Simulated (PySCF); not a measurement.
# wB97X-V/STO-6G run of CF2 (SMILES F[C]F)

Aim: the energy change on altering one bond length of CF2 at wB97X-V/STO-6G, from 2 runs. 

The calculation is run with PySCF 2.14.0.

8 further runs of the same task are left out: 8 set aside as unsound or not needed.

## 1. The molecule

The species is CF2 (3 atoms), meant as a singlet with charge 0. As SMILES, `F[C]F`. The shape is that of a GFN2-xTB optimisation.

Bond lengths: F1–C2 1.320 Å, C2–F3 1.320 Å. Angles: F1–C2–F3 118.3°.

## 2. The energy at wB97X-V/STO-6G

Input file run.py:

```python
# F[C]F
from pyscf import gto, dft

mol = gto.M(
    atom='F 0.396940 1.032800 0.332770; C 0.326820 -0.272180 0.149730; F -0.723760 -0.760620 -0.482500',
    basis='sto-6g',
    max_memory=1860,
    verbose=3,
)

ks = dft.RKS(mol)
ks.xc = 'wb97x-v'
ks.conv_tol = 1e-10
ks.nlcgrids.level = 1
ks.grids.level = 5
ks.kernel()
if not ks.converged:
    ks = ks.newton().run(ks.mo_coeff, ks.mo_occ)

e_tot = ks.e_tot
print(f'total energy: {e_tot:.8f} hartree')
```

Launch:

```console
$ OMP_NUM_THREADS=1 python run.py
```

The log of the run:

```text
converged SCF energy = -236.50768919494
total energy: -236.50768919 hartree
```

Wall time 9.3 s (1 thread of Arm Neoverse V2, shared host); peak memory 0.18 GiB.

## 3. The distorted shape, same level

Input file start.xyz:

```xyz
3

F      0.607039     1.130480     0.459206
C      0.536919    -0.174500     0.276166
F     -0.723760    -0.760620    -0.482500
```

Input file job.py:

```python
from pyscf import gto, dft

mol = gto.M(
    atom='start.xyz',
    max_memory=1860,
    basis='sto-6g',
    verbose=3,
    charge=0,
)

myscf = dft.RKS(mol, xc='wb97x-v')
myscf.grids.level = 5
myscf.conv_tol = 1e-10
myscf.nlcgrids.level = 1
myscf.kernel()
if not myscf.converged:
    myscf = myscf.newton().run(myscf.mo_coeff, myscf.mo_occ)

etot = myscf.e_tot
print('E(%s) = %.9f' % ('WB97X-V', etot))
```

Launch:

```console
$ OMP_NUM_THREADS=1 python job.py
```

The log of the run:

```text
converged SCF energy = -236.475298724161
E(WB97X-V) = -236.475298724
```

Wall time 10 s (1 thread of Arm Neoverse V2, shared host); peak memory 0.18 GiB.

## 4. Results

Level: wB97X-V/STO-6G.

```
                                                         quantity          value
                                        first shape: total energy  -236.50769 Eh
                                       first shape: dipole moment         1.37 D
                                         first shape: HOMO energy       -6.08 eV
                                         first shape: LUMO energy        4.45 eV
                                       first shape: HOMO–LUMO gap       10.53 eV
                                    distorted shape: total energy  -236.47530 Eh
                                   distorted shape: dipole moment         1.30 D
                                     distorted shape: HOMO energy       -6.72 eV
                                     distorted shape: LUMO energy        3.46 eV
                                   distorted shape: HOMO–LUMO gap       10.18 eV
energy change with the C2–F3 bond stretched from 1.320 to 1.584 Å       0.881 eV
```

**Reading.** With the C2–F3 bond stretched from 1.320 to 1.584 Å the energy rises by 0.88 eV (20.3 kcal/mol). The first shape isn't relaxed at this level, so the change isn't measured from a minimum. The minimal basis adds a large error of its own.
